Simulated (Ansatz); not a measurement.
Total energies of Li₂H⁺ (the lowest singlet isomer of a short search) from Ansatz at PBE0-D4/def2-TZVP, gas phase (1 Eh = 27.2114 eV = 2625.5 kJ/mol). The reference geometry is relaxed at PBE0-D4/def2-TZVP.

```xyz
3

Li   -1.435    0.557    0.550
Li    1.435   -0.558   -0.550
H     0.000    0.000    0.000
```

```
           state                      geometry  energy (Eh)
charge 1 singlet                     reference    -15.40758
charge 0 doublet                     reference    -15.55036
charge 1 triplet  relaxed at PBE0-D4/def2-TZVP    -15.25262
charge 1 quintet  relaxed at PBE0-D4/def2-TZVP    -13.21000
```

Problem. Work out the vertical electron affinity, to the doublet.

Solution. E(charge 1 singlet) − E(charge 0 doublet) = -15.40758 − (-15.55036) = 0.14278 Eh = 3.89 eV.

Problem. Which of the charge 1 states is lowest, and how far above it are the others?

Solution. The singlet. triplet: -15.25262 − (-15.40758) = 0.15496 Eh = 406.8 kJ/mol; quintet: -13.21000 − (-15.40758) = 2.19758 Eh = 5769.7 kJ/mol. The triplet differs in its bonds from the reference. The quintet differs in its bonds from the reference.

The structure comes from a short search, and lower isomers may exist.
